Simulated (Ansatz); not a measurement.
**BH₃S (triplet): one geometry, many settings at distance B1–H4 along a hydrogen transfer = 1.110 Å**

Aim: run BH₃S (triplet) at one geometry under a spread of methods and options, and see what each costs and gives.

Method: the settings change from run to run; program: Ansatz 0.2.0, Gaussian basis.

11 further runs of the same task are left out: 5 for a known fault of the program, 2 for a mislabelled method, 4 that didn't finish.

## Step 1: The geometry

The geometry derives from fragments relaxed apart (PBE0/def2-TZVP) and kept rigid, so it is no stationary point. A hydrogen atom is moved between rigid fragments.

5 atoms, charge 0, spin multiplicity 3.

Atoms are counted from 1 here; the program's logs count them from 0.

Bond lengths: B1–H2 1.193 Å, B1–H3 1.193 Å, B1–H4 1.110 Å. Angles: H2–B1–H3 120.0°, H2–B1–H4 120.0°, H3–B1–H4 120.0°.

Coordinates:

```xyz
5
charge 0, multiplicity 3
B    -2.2686    0.0000    0.0000
H    -2.8653    1.0336    0.0000
H    -2.8653   -1.0336    0.0000
H    -1.1586    0.0000    0.0000
S     0.9814    0.0000    0.0000
```

## Step 2: CASCI(6,6)/6-31G

File in.yaml:

```yaml
crystal:
  periodic: [false, false, false]
  atoms:
    - {symbol: B, position_ang: [-2.268574, 0.000000, 0.000000]}
    - {symbol: H, position_ang: [-2.865307, 1.033571, 0.000000]}
    - {symbol: H, position_ang: [-2.865307, -1.033571, 0.000000]}
    - {symbol: H, position_ang: [-1.158574, 0.000000, 0.000000]}
    - {symbol: S, position_ang: [0.981426, 0.000000, 0.000000]}
basis:
  gaussian: {orbitals: 6-31G}
magnetization: {spin_polarized: false, initial_magnetization: 2}
hamiltonian: {pseudopotentials: {relativity: none}}
correlation: {active_space: {window: {electrons: 6, orbitals: 6}, fixed_orbitals: true}}
output: {forces: true}
```

Launch:

```sh
> ansatz run in.yaml --threads 1 --pin off --events-out ev --progress --plain --max-ram 2393MiB
```

Output:

```text
Functional definition: HF
  name "HF"
  cite "Fock, Z. Phys. 61, 126 (1930) doi:10.1007/BF01340294"
  parent pbe
  exchange = exact_x
  correlation = 0
362 factors; integrals over basis functions are off by at most 2.7e-4 eV
mean field evaluation 1: about -11531.7224 eV, gradient 1.1e1 eV
mean field evaluation 2: about -11531.7176 eV, gradient 1.1e1 eV
mean field evaluation 4: about -11533.0468 eV, gradient 9.2e-1 eV
mean field evaluation 8: about -11533.0538 eV, gradient 3.8e-4 eV
mean field evaluation 16: about -11533.0330 eV, gradient 2.5e-6 eV
mean field evaluation 32: about -11533.0535 eV, gradient 1.4e-2 eV
mean field evaluation 64: about -11533.0377 eV, gradient 1.1e0 eV
mean field evaluation 96: about -11533.0330 eV, gradient 2.6e-6 eV
mean field -11533.05384492 eV, -423.8319114162 hartree, gradient 2.0e-6 eV, S^2 2.000000; 13 other end points of the search recorded, 0 dependent functions left out
reference -11533.05384492 eV, -423.8319114162 hartree; 13, 11 occupied and 15, 17 virtual orbitals, 362 factors
state -11533.10118191 eV, -423.8336510186 hartree
the calculation of the forces begins
Total energy: -11533.10118191 eV, -423.8336510186 hartree
Atom 0 at    -2.268574     0.000000     0.000000 Å, force    -2.742599     0.000000     0.000000 eV/Å
Atom 1 at    -2.865307     1.033571     0.000000 Å, force     0.042006    -0.069134     0.000000 eV/Å
Atom 2 at    -2.865307    -1.033571     0.000000 Å, force     0.042006     0.069134    -0.000000 eV/Å
Atom 3 at    -1.158574     0.000000     0.000000 Å, force     1.575715    -0.000000    -0.000000 eV/Å
Atom 4 at     0.981426     0.000000     0.000000 Å, force     1.082870     0.000000     0.000000 eV/Å
Dipole moment:    -0.052723     0.000000    -0.000000 e Å
```

It took 0.63 s on 1 thread of Arm Neoverse V1, shared host.

From the report: 96 determinants; active occupations 2.00, 2.00, 1.00, 1.00, 0.00, 0.00.

## Step 3: CCSD(T) on UHF/6-31G

Changes to in.yaml since step 2:

```diff
@@ -10,5 +10,3 @@
   gaussian: {orbitals: 6-31G}
-magnetization: {spin_polarized: false, initial_magnetization: 2}
-hamiltonian: {pseudopotentials: {relativity: none}}
-correlation: {active_space: {window: {electrons: 6, orbitals: 6}, fixed_orbitals: true}}
-output: {forces: true}
+magnetization: {spin_polarized: true, initial_magnetization: 2}
+correlation: {method: ccsd_t, electrons: outside_noble_gas, diis_vectors: 2}
```

Same command.

Output, cut to the lines that bear on the results:

```text
Functional definition: HF
  name "HF"
  cite "Fock, Z. Phys. 61, 126 (1930) doi:10.1007/BF01340294"
  parent pbe
[...]
362 factors; integrals over basis functions are off by at most 2.7e-4 eV
[...]
mean field -11533.07601756 eV, -423.8327262456 hartree, gradient 1.0e-6 eV, S^2 2.002949; 14 other end points of the search recorded, 0 dependent functions left out
determinant -11533.07601756 eV, -423.8327262456 hartree, with singles and doubles -11535.71070159 eV, -423.9295490979 hartree
determinant -11533.05480956 eV, -423.8319468660 hartree, with singles and doubles -11535.68745113 eV, -423.9286946592 hartree
determinant -11532.65326071 eV, -423.8171902179 hartree, with singles and doubles -11535.23352307 eV, -423.9120131107 hartree
determinant -11533.07601756 eV, -423.8327262456 hartree, with singles and doubles -11535.71051915 eV, -423.9295423932 hartree
determinant -11533.05480956 eV, -423.8319468660 hartree, with singles and doubles -11535.68732833 eV, -423.9286901466 hartree
determinant -11532.65326071 eV, -423.8171902179 hartree, with singles and doubles -11535.23346219 eV, -423.9120108732 hartree
6 core orbitals not correlated: weight in the atoms' cores, before any rotation towards them, 1.000 or more for the frozen orbitals, at most 0.000 for the correlated occupied ones
reference -11533.07601756 eV, -423.8327262456 hartree; 7, 5 occupied and 15, 17 virtual orbitals, 362 factors
second order -2.02818359 eV of doubles, -0.00000000 eV of singles
cycle   1  -2.63450437 eV  change   -2.8e-6 eV  update   2.8e-6
perturbative correction -0.03109504 eV, -0.0011427216 hartree
Total energy: -11535.74161697 eV, -423.9306852171 hartree
```

It took 1.6 s on 1 thread of Arm Neoverse V1, shared host.

From the report: ⟨S²⟩ of the determinant 2.003 (pure triplet: 2.00); correlation -2.6656 eV; T1 0.007; largest double amplitude 0.05.

## Step 4: BCCD on UHF/cc-pVDZ

Changes to in.yaml since step 3:

```diff
@@ -9,4 +9,6 @@
 basis:
-  gaussian: {orbitals: 6-31G}
+  gaussian: {orbitals: cc-pVDZ, point_charges: [{charge: -1.00, position_ang: [5.832, -0.108, -0.897]}]}
 magnetization: {spin_polarized: true, initial_magnetization: 2}
-correlation: {method: ccsd_t, electrons: outside_noble_gas, diis_vectors: 2}
+hamiltonian: {pseudopotentials: {relativity: none}}
+correlation: {method: bccd, electrons: outside_noble_gas, diis_vectors: 1}
+scf: {lower_state_search: light}
```

Same command.

Output, cut to the lines that bear on the results:

```text
Functional definition: HF
  name "HF"
  cite "Fock, Z. Phys. 61, 126 (1930) doi:10.1007/BF01340294"
  parent pbe
[...]
451 factors; integrals over basis functions are off by at most 1.1e-3 eV
[...]
mean field -11534.13958462 eV, -423.8718116140 hartree, gradient 2.2e-8 eV, S^2 2.008082; 12 other end points of the search recorded, 0 dependent functions left out
determinant -11534.13958462 eV, -423.8718116140 hartree, with singles and doubles -11540.18748541 eV, -424.0940678688 hartree
determinant -11534.12369695 eV, -423.8712277532 hartree, with singles and doubles -11540.17165848 eV, -424.0934862399 hartree
determinant -11533.65419626 eV, -423.8539739208 hartree, with singles and doubles -11539.71985730 eV, -424.0768828527 hartree
determinant -11534.13958462 eV, -423.8718116140 hartree, with singles and doubles -11540.18743397 eV, -424.0940659785 hartree
determinant -11534.12369695 eV, -423.8712277532 hartree, with singles and doubles -11540.17186695 eV, -424.0934939010 hartree
determinant -11533.65419626 eV, -423.8539739208 hartree, with singles and doubles -11539.71979362 eV, -424.0768805127 hartree
6 core orbitals not correlated: weight in the atoms' cores, before any rotation towards them, 1.000 or more for the frozen orbitals, at most 0.000 for the correlated occupied ones
reference -11534.13958462 eV, -423.8718116140 hartree; 7, 5 occupied and 34, 36 virtual orbitals, 451 factors
second order -4.89663535 eV of doubles, -0.00000000 eV of singles
cycle   1  -6.04549981 eV  change    2.3e-3 eV  update   1.2e-3
[...]
cycle   6  -6.04496953 eV  change   -8.6e-7 eV  update   1.2e-5
Total energy: -11540.18455415 eV, -424.0939601469 hartree
```

Run time: 12 s. Hardware: 1 thread of Arm Neoverse V1, shared host.

From the report: ⟨S²⟩ of the determinant 2.008 (pure triplet: 2.00); correlation -6.0450 eV; largest double amplitude 0.04.

## Step 5: CCSD on ROHF/cc-pVDZ

File in.yaml:

```yaml
crystal:
  periodic: [false, false, false]
  atoms:
    - {symbol: B, position_ang: [-2.268574, 0.000000, 0.000000]}
    - {symbol: H, position_ang: [-2.865307, 1.033571, 0.000000]}
    - {symbol: H, position_ang: [-2.865307, -1.033571, 0.000000]}
    - {symbol: H, position_ang: [-1.158574, 0.000000, 0.000000]}
    - {symbol: S, position_ang: [0.981426, 0.000000, 0.000000]}
basis:
  gaussian: {orbitals: cc-pVDZ, point_charges: [{charge: -0.50, position_ang: [3.516, -0.938, 0.436]}]}
magnetization: {spin_polarized: false, initial_magnetization: 2}
correlation: {method: ccsd, electrons: all}
```

Same command.

Output, cut to the lines that bear on the results:

```text
Functional definition: HF
  name "HF"
  cite "Fock, Z. Phys. 61, 126 (1930) doi:10.1007/BF01340294"
  parent pbe
[...]
451 factors; integrals over basis functions are off by at most 1.1e-3 eV
[...]
mean field -11534.11149983 eV, -423.8707795171 hartree, gradient 7.4e-6 eV, S^2 2.000000; 11 other end points of the search recorded, 0 dependent functions left out
[...]
determinant -11534.11149983 eV, -423.8707795171 hartree, with singles and doubles -11540.46944745 eV, -424.1044297825 hartree
determinant -11534.07191707 eV, -423.8693248776 hartree, with singles and doubles -11540.43056858 eV, -424.1030010106 hartree
determinant -11533.44804853 eV, -423.8463981318 hartree, with singles and doubles -11539.82987393 eV, -424.0809258895 hartree
determinant -11534.11149983 eV, -423.8707795171 hartree, with singles and doubles -11540.46938519 eV, -424.1044274945 hartree
determinant -11534.07191707 eV, -423.8693248776 hartree, with singles and doubles -11540.43049180 eV, -424.1029981887 hartree
reference -11534.11149983 eV, -423.8707795171 hartree; 13, 11 occupied and 34, 36 virtual orbitals, 451 factors
second order -5.17440067 eV of doubles, -0.07854495 eV of singles
cycle   1  -6.35788285 eV  change    2.5e-6 eV  update   2.1e-6
Total energy: -11540.46938268 eV, -424.1044274025 hartree
```

Wall time 13 s (1 thread of Arm Neoverse V1, shared host).

From the report: correlation -6.3579 eV; T1 0.008; largest double amplitude 0.04.

## Step 6: All runs side by side

```tsv
level	correlated	functions	energy (eV)	time
CASCI(6,6)/6-31G		28	-11533.1012	0.63 s
CCSD(T) on UHF/6-31G	outside noble gas	28	-11535.7416	1.6 s
BCCD on UHF/cc-pVDZ (beside a point charge)	outside noble gas	47	-11540.1846	12 s
CCSD on ROHF/cc-pVDZ (beside a point charge)	all	47	-11540.4694	13 s
```

## Step 7: Outcome

| quantity | value |
| --- | --- |
| runs | 4 |
| quickest | CASCI(6,6)/6-31G, 0.63 s |
| slowest | CCSD on ROHF/cc-pVDZ (beside a point charge), 13 s |

Total energies in different bases, with other cores or another treatment of relativity can't be set against each other. CCSD on ROHF/cc-pVDZ (beside a point charge) took 21 times as long as CASCI(6,6)/6-31G; the jobs differ in more than the method.
